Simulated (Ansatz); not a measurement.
in.yaml

```yaml
crystal:
  periodic: [false, false, false]
  atoms:
    - {symbol: Si, position_ang: [0.000000, 0.000000, 0.000000]}
    - {symbol: H, position_ang: [0.000000, 0.000000, 5.117000]}
basis:
  gaussian: {orbitals: cc-pVTZ}
magnetization: {spin_polarized: true, initial_magnetization: 3}
hamiltonian: {xc: {name: wB97M-V}}
output: {orbitals: {seedname: orbitals}}
```

```sh
$ ansatz run in.yaml --threads 1 --pin off --events-out ev --progress --plain --max-ram 2393MiB
```

(1) Roughly how long does this take on 1 thread of Arm Neoverse V1, shared host, and how much host memory?

```
  # Of w^i u^j: cxij and so on, Table III.
  gx(w, u) = 1 - cx + cx01*u + cx10*w
  gss(w, u) = css00 + css04*u^4 + css10*w + css20*w^2 + css43*w^4*u^3
  gos(w, u) = cos00 + cos10*w + (cos20 + cos21*u)*w^2 + (cos60 + cos61*u)*w^6
      + integral(e_c_pw_mod_opposite_spin*gos(b97_w_opposite, b97_u_opposite)) + vv10(b, c)
344 factors; their error is unknown
73 factors; integrals over basis functions are off by at most 1.4e-4 eV
mean field evaluation 1: about -7887.1740 eV, gradient 2.5e0 eV
mean field evaluation 2: about -7887.2375 eV, gradient 5.2e-1 eV
mean field evaluation 4: about -7887.2561 eV, gradient 1.1e-1 eV
mean field evaluation 8: about -7887.2563 eV, gradient 7.5e-4 eV
mean field evaluation 16: about -7887.2563 eV, gradient 9.2e-6 eV
mean field evaluation 32: about -7887.2569 eV, gradient 4.4e-4 eV
mean field evaluation 64: about -7887.2566 eV, gradient 7.0e-3 eV
mean field -7887.25690881 eV, -289.8513452241 hartree, gradient 1.3e-6 eV, S^2 3.751421; 4 other end points of the search recorded, 0 dependent functions left out
reference -7887.25694428 eV, -289.8513465274 hartree; 9, 6 occupied and 39, 42 virtual orbitals, 344 factors
Total energy: -7887.25694428 eV, -289.8513465274 hartree
```

## Answers

(1) 19 s wall and 0.21 GiB.
